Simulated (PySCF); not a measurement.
## Static response to an electric field

1,3,4-thiadiazole, C₂H₂N₂S.
Structure used (GFN2-xTB), in Å, numbered top down from 1:
```xyz
7
C2H2N2S angstrom
C      1.1656    0.1274    0.0119
N      0.7246   -0.9077    0.6237
N     -0.5958   -0.9556    0.6974
C     -1.1760    0.0417    0.1415
S     -0.0814    1.1948   -0.5607
H      2.2047    0.3335   -0.1441
H     -2.2383    0.1709    0.1028
```

Level: PBE0/def2-SVPD (PySCF), static field, nuclei fixed, core orbitals frozen in the response. The polarisability tensor in these axes (au):

```
x    57.83  -0.54  -0.47
y    -0.54  55.03 -11.58
z    -0.47 -11.58  41.61
```

Task: What are the eigenvalues, a third of the trace, and Δα (Δα² = ½Σ(αi − αj)² over the three pairs)?

Result: Principal values 34.91, 57.83 and 61.72 au; mean 51.49 au = 7.63 Å³ = 8.49 × 10⁻⁴⁰ C²·m²/J; Δα = 25.09 au (49 % of the mean).

Task: What is the dipole moment, and where does it point?

Result: (-0.19, 2.72, -1.57) D, 3.15 D in size, pointing from the negative to the positive side. Measured along this direction, the outermost atoms are N2 and N3 at the negative end and S5 at the positive end.

Task: Find the Langevin capture rate constant for NH4+ (18.034 u) meeting this molecule (85.994 u), k = 2.342 × 10⁻⁹ cm³/s × √(α in Å³ / reduced mass in u).

Result: The reduced mass is 14.91 u, so k = 1.68 × 10⁻⁹ cm³/s. The formula leaves out the permanent dipole, which adds to the capture rate.

Task: Refractivity n − 1 of an ideal gas of it at 298.15 K and 1 atm, from the electronic α?

Result: N = p/kT = 2.4615 × 10¹⁹ cm⁻³, so n − 1 = 2π × N × 7.63 × 10⁻²⁴ cm³ = 1180 × 10⁻⁶ at long wavelengths.

Task: Orientational against electronic polarisability at 400 K (dilute gas, rigid molecules)?

Result: In Gaussian units μ²/3kT = 59.79 Å³ against 7.63 Å³, a ratio of 7.84; the Debye molar polarisation (4π/3)N_A(α + μ²/3kT) is 170.1 cm³/mol, leaving out the vibrational part.

Task: What are the principal values of the traceless quadrupole moment, Θ = ½Σq(3rr − r²1), about the centre of nuclear charge?

Result: -8.21, -1.12, 9.33 D·Å. The values depend on the origin, since the dipole doesn't vanish. The electronic extent ⟨r²⟩ about the same centre is 358 bohr², a root-mean-square distance of 1.51 Å for the 44 electrons.

Isolated species at its GFN2-xTB geometry, gas phase.
